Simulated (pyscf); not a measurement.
**Routes from H₃Si–SiH₃ (SMILES [SiH3][SiH3]) + HF (SMILES F)**

Candidate steps break at most two bonds and form at most two. Each was searched with GFN2-xTB (tblite) first. PySCF, gas phase, ωB97X-D3(BJ)/def2-SVP geometries. Energies: ωB97M-D3(BJ)/def2-TZVP, eV, from the separated reactants, singlet surface; ΔG‡ with ideal gas, 1 atm, RRHO with modes under 100 cm⁻¹ raised to 100, one conformer, R ln 2 for chiral ones without a mode under 150 cm⁻¹.

```
products                          type   ΔE‡     ΔE  ΔG‡ 298 K  ΔG‡ 900 K  ν‡ (cm⁻¹)
----------------  --------------------  ----  -----  ---------  ---------  ---------
F–SiH₂–SiH₃ + H₂  four-centre exchange  1.35  -1.04       1.68       2.47      1177i
F–SiH₃ + SiH₄     four-centre exchange  1.49  -1.39       1.81       2.62      1230i
```

Plain bond fissions and candidates not yet searched are not listed, and one of them may be faster. Each barrier is that of the saddle found; lower ones may exist.
